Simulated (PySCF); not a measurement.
# BSiH4 (SMILES [BH][SiH3]): UCCSD(T)/STO-6G

What is the vertical ionisation energy of BSiH4 at UCCSD(T)/STO-6G? Input form: a Python script.

The results are computed with PySCF 2.14.0.

5 further runs of the same task are left out: 5 set aside as unsound or not needed.

## 1. Starting point

BSiH4: 6 atoms, total charge 0, spin state doublet. As SMILES, `[BH][SiH3]`. Geometry: relaxed at GFN2-xTB.

Bond lengths: B1–Si2 1.908 Å, B1–H3 1.158 Å, Si2–H4 1.483 Å, Si2–H5 1.476 Å, Si2–H6 1.476 Å. Angles: B1–Si2–H4 119.8°, B1–Si2–H5 111.1°, B1–Si2–H6 111.7°, Si2–B1–H3 148.3°, H4–Si2–H5 103.5°, H4–Si2–H6 103.4°, H5–Si2–H6 106.3°.

## 2. A single-point energy at UCCSD(T)/STO-6G

Input file input.py:

```python
from pyscf import gto, cc

mol = gto.M(
    atom='''
B        0.938510      -0.830080       0.651420
Si      -0.268720       0.378400      -0.198310
H        1.206890      -1.921260       0.929580
H       -1.511470      -0.138420      -0.820190
H        0.392690       1.102720      -1.300860
H       -0.757900       1.408630       0.738360
''',
    max_memory=1860,
    charge=0,
    basis='sto-6g',
    spin=1,
    verbose=3,
)

mf = mol.UHF()
mf.conv_tol = 1e-10
mf.kernel()
if not mf.converged:
    mf = mf.newton().run(mf.mo_coeff, mf.mo_occ)

mycc = cc.CCSD(mf, frozen=6)
mycc.kernel()
e_t = mycc.ccsd_t()
energy = mycc.e_tot + e_t
print('E = %.10f Eh' % energy)
```

Started as:

```
$ OMP_NUM_THREADS=1 python input.py
```

The program printed:

```text
converged SCF energy = -314.732154572194  <S^2> = 0.75666901  2S+1 = 2.0066579
E(UCCSD) = -314.8239081217675  E_corr = -0.09175354957337649
UCCSD(T) correction = -0.000757018871892115
E = -314.8246651406 Eh
```

Run time: 1.1 s. Hardware: 1 thread of Arm Neoverse V1, shared host; peak memory 0.12 GiB.

## 3. The singlet cation

Input file calc.py:

```python
from pyscf import gto, cc

molecule = gto.Mole()
molecule.atom = '''
B      1.773527    -1.568624     1.231005
Si    -0.507807     0.715072    -0.374752
H      2.280692    -3.630655     1.756652
H     -2.856264    -0.261576    -1.549934
H      0.742077     2.083839    -2.458269
H     -1.432223     2.661925     1.395298
'''
molecule.charge = 1
molecule.verbose = 3
molecule.spin = 0
molecule.max_memory = 1860
molecule.unit = 'bohr'
molecule.basis = 'sto-6g'
molecule.build()

mf = molecule.RHF()
mf.conv_tol = 1e-10
mf.kernel()
if not mf.converged:
    mf = mf.newton().run(mf.mo_coeff, mf.mo_occ)

mycc = cc.CCSD(mf, frozen=6)
mycc.kernel()
e_t = mycc.ccsd_t()
etot = mycc.e_tot + e_t
print('E = %.10f Eh' % etot)
```

Started as:

```
$ OMP_NUM_THREADS=1 python calc.py
```

The program printed:

```text
converged SCF energy = -314.513683360466
E(CCSD) = -314.6186572920241  E_corr = -0.1049739315579564
CCSD(T) correction = -0.00156248331960756
E = -314.6202197753 Eh
```

Wall time 1 s (1 thread of Arm Neoverse V1, shared host); peak memory 0.12 GiB.

## 4. Results

At UCCSD(T)/STO-6G, 6 core orbitals frozen:

```
                                                                 quantity          value
                                              doublet BSiH4: total energy  -314.82467 Eh
                      doublet BSiH4: dipole moment (Hartree–Fock density)         0.56 D
doublet BSiH4: HOMO energy (Hartree–Fock orbitals) (highest over α and β)       -7.13 eV
 doublet BSiH4: LUMO energy (Hartree–Fock orbitals) (lowest over α and β)        5.95 eV
               doublet BSiH4: correlation energy (6 core orbitals frozen)      -92.5 mEh
                                            doublet BSiH4: (T) correction      -0.76 mEh
                         doublet BSiH4: ⟨S²⟩ of the reference determinant          0.757
                                             doublet BSiH4: T1 diagnostic          0.007
                                             singlet cation: total energy  -314.62022 Eh
                      singlet cation: HOMO energy (Hartree–Fock orbitals)      -17.32 eV
                      singlet cation: LUMO energy (Hartree–Fock orbitals)       -4.58 eV
                    singlet cation: HOMO–LUMO gap (Hartree–Fock orbitals)       12.74 eV
              singlet cation: correlation energy (6 core orbitals frozen)     -106.5 mEh
                                           singlet cation: (T) correction      -1.56 mEh
                                            singlet cation: T1 diagnostic          0.019
                       vertical ionisation energy (to the singlet cation)       5.563 eV
```

In words: Removing an electron at fixed nuclei costs 5.56 eV (537 kJ/mol). Only the singlet of the ionised species was computed; a triplet could lie lower. In a minimal basis such a difference can be off by several eV, whatever the method. The triples (doublet BSiH4) make up 0.8 % of the correlation energy. The triples (singlet cation) make up 1.5 % of the correlation energy.
